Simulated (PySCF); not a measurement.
**How the functional moves excitation energies**

C₅H₈.
InChI=1S/C5H8/c1-4-5(2)3/h4H,1-2H2,3H3

Linear-response calculations in the def2-SVPD basis (PySCF; singlets by full response, triplets Tamm–Dancoff, core orbitals frozen in the response; HF means time-dependent Hartree–Fock). 'Strongest' is the level of largest summed f among the singlets computed (10 roots, of which the last may lack a degenerate partner); it can jump between rows when another state enters that window. S1 is the lowest singlet of each run and needn't be the same state throughout; f(S1) is that of one state. The structure is a single PBE0-D3(BJ)/def2-SVP conformer in the gas phase; no vibrational or solvent corrections.

```
functional                               kind  S1 (eV)  f(S1)  strongest (eV)  T1 (eV)  HOMO (eV)  gap (eV)  ionisation energy, ΔSCF (eV)
       LDA                                LDA     5.48  0.503            5.48     3.39      -5.94      3.93                          8.94
       PBE                                GGA     5.50  0.509            5.50     3.20      -5.75      3.96                          8.68
     B3LYP  global hybrid, 20% exact exchange     5.66  0.580            5.66     3.21      -6.52      5.47                          8.70
      PBE0  global hybrid, 25% exact exchange     5.75  0.593            5.75     3.14      -6.73      5.88                          8.67
 BHandHLYP  global hybrid, 50% exact exchange     5.89  0.671            5.89     3.12      -7.55      7.77                          8.51
 CAM-B3LYP             range-separated hybrid     5.84  0.629            5.84     3.21      -7.96      8.21                          8.76
   wB97X-D             range-separated hybrid     5.85  0.632            5.85     3.30      -8.49      9.40                          8.71
   LC-wPBE             range-separated hybrid     6.06  0.663            6.06     3.14      -9.28     10.65                          8.83
        HF                       Hartree–Fock     6.08  0.802            6.08     2.72      -8.77     11.48                   not settled
```

S1 runs from 5.48 eV (LDA) to 6.08 eV (HF), a spread of 0.60 eV, while the orbital gap spreads over 7.5 eV. Along PBE (0%), B3LYP (20%), PBE0 (25%), BHandHLYP (50%), HF (100%) S1 rises with the share of exact exchange. −ε(HOMO) comes closest to its own ΔSCF ionisation energy with wB97X-D (-0.22 eV) and misses most with LDA (-3.01 eV). 'Not settled' means that the ion's SCF failed to converge or may have ended in another state than the lowest.
